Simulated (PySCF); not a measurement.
Method: PySCF energies plus ideal-gas RRHO corrections (1 bar). 'Table' is the NASA 1993 thermochemical table (part measured, part estimated). All species are closed-shell singlets. The harmonic model lacks anharmonicity and excited electronic states, which grow with temperature; levels with a mode under 35 cm⁻¹ are left out.

Harmonic frequencies at PBE/def2-SVP (cm⁻¹): 1146, 1223, 1483, 1814, 2777, 2821. Point group C2v; S°(298 K) = 219.0 J/mol/K at this level.

Problem. Work out Cp and S° of gaseous HCHO (formaldehyde) at 500, 800, 1200, 1600, 2000 K from these, and set them beside the table.

Solution. 
```
T (K)  Cp PBE/def2-SVP  Cp table  S° PBE/def2-SVP  S° table
-----  ---------------  --------  ---------------  --------
500               43.9      43.7            239.2     238.9
800               56.0      56.0            262.6     262.2
1200              66.5      66.1            287.5     287.1
1600              72.3      72.1            307.5     307.0
2000              75.7      75.9            324.0     323.5
```
Units J/mol/K.
